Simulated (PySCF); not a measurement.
How methods differ on the ionisation energy of C

C [He] 2s2 2p2 (3P) → C⁺ [He] 2s2 2p1 (2P), as a difference of total energies. Calculation: PySCF 2.14, in def2-TZVPPD (6s3p3d1f, 37 functions); the non-relativistic Hamiltonian (point nucleus). Correlated levels: valence: 1s2 frozen; valence and next inner shell: nothing frozen. The calculations carry no spin-orbit coupling.

Question: Order these methods by the ionisation energy they give, lowest first.
A. r2SCANh
B. SCS-MP2 (valence and next inner shell)
C. UHF
D. PW91

Answer: C (10.802 eV), B (11.125 eV), D (11.601 eV), A (11.643 eV).

Errors of the correlated levels include the incompleteness of this basis and the frozen core.

For comparison: 11.262 eV (measured; NIST levels, between the centres of gravity of the two terms).
